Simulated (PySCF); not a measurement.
How methods differ on the electron affinity of Si

Si⁻ [Ne] 3s2 3p3 (4S) → Si [Ne] 3s2 3p2 (3P), as a difference of total energies. Computed with PySCF 2.14 in aug-cc-pV(T+d)Z, with the non-relativistic Hamiltonian (point nucleus). Correlated levels: valence: [Ne] frozen. The calculations carry no spin-orbit coupling.

```
           method  electron affinity (eV)  plus first-order spin-orbit estimate  error of that sum (eV)
              UHF                   0.853                                 0.837                  -0.553
              LDA                   1.596                                 1.580                  +0.190
              PBE                   1.494                                 1.479                  +0.089
             PBE0                   1.460                                 1.445                  +0.055
           r2SCAN                   1.532                                 1.516                  +0.126
             PW91                   1.523                                 1.508                  +0.118
            M06-L                   1.399                                 1.383                  -0.007
          wB97M-V                   1.296                                 1.280                  -0.110
          LC-wPBE                   1.434                                 1.419                  +0.029
    MP2 (valence)                   1.390                                 1.374                  -0.016
SCS-MP2 (valence)                   1.209                                 1.193                  -0.197
```

Reference: 1.390 eV (measured; photodetachment measurements, as compiled on the Wikipedia data page of electron affinities).

A first-order spin-orbit estimate (lowest level to lowest level, LS coupling) adds -0.016 eV.

Errors of the correlated levels include the incompleteness of this basis and the frozen core.

In the anion the highest occupied orbital energy is positive at LDA, PBE, PBE0, r2SCAN, PW91, M06-L, a self-interaction effect; the basis confines that electron, and the energy difference can still be sensible.
